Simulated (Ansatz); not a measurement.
Relaxed structures of CH$_{5}$BN (charge +1), singlet (PBE0-D4/def2-TZVP; forces vanish, vibrations not checked; lower isomers may exist, and structures with a doubtful reference or unclear bonds are left out; Å). Computed with Ansatz 0.2.0 (basis: def2-TZVPP); correlated methods freeze the cores.

Rank them by CCSD(T) energy, lowest first, and give each one's height above the lowest. Links in brackets join atoms within 1.22 times the sum of their covalent radii (1.1 for two metals). (To be estimated.)
A.
CH₅BN ([BH2][CH][NH2]), total charge +1
```
8
angstrom
B -0.7092 0.7732 -0.8074
C -0.1563 -0.0152 0.4096
N 0.8648 -0.7838 0.4807
H -1.5347 0.2509 -1.4860
H -0.3363 1.8912 -0.9677
H -0.7173 0.1000 1.3434
H 1.4633 -0.9689 -0.3179
H 1.1257 -1.2474 1.3452
```
B.
CH₅BN ([BH2][NH][CH2]), total charge +1
```
8
angstrom
B -0.6494 0.7846 -0.7618
C 0.6846 -0.8922 0.4293
N -0.0329 0.1681 0.4602
H -0.4284 0.2186 -1.7778
H -1.2888 1.7636 -0.5980
H -0.1819 0.6021 1.3707
H 0.8627 -1.3795 -0.5264
H 1.1109 -1.3019 1.3423
```
C.
CH₅BN ([NH][C]12[H][BH2]1[H]2), total charge +1
```
8
angstrom
B -0.7370 0.8995 -0.5573
C 0.2176 -0.0350 0.3725
N 0.9737 -0.8116 0.8818
H -1.1522 0.2528 -1.4568
H -0.8676 2.0249 -0.2145
H -0.9423 0.2340 0.6545
H 0.6432 0.7658 -0.4452
H 0.7714 -1.4675 1.6335
```

By the calculation: B (0.00 kcal/mol), A (12.10 kcal/mol), C (79.51 kcal/mol). Heights count from the lowest.

No T1 diagnostic of these runs exceeds 0.020.

For scale, one of the runs: CCSD(T)/def2-TZVPP, 163 basis functions, launched by `ansatz run in.yaml --threads 2 --pin off --events-out ev --progress --plain --max-ram 4352MiB`. The run took 18 s on 2 CPU threads of an Arm Neoverse V1 (shared host), with 1.3 GiB of host memory at its peak.
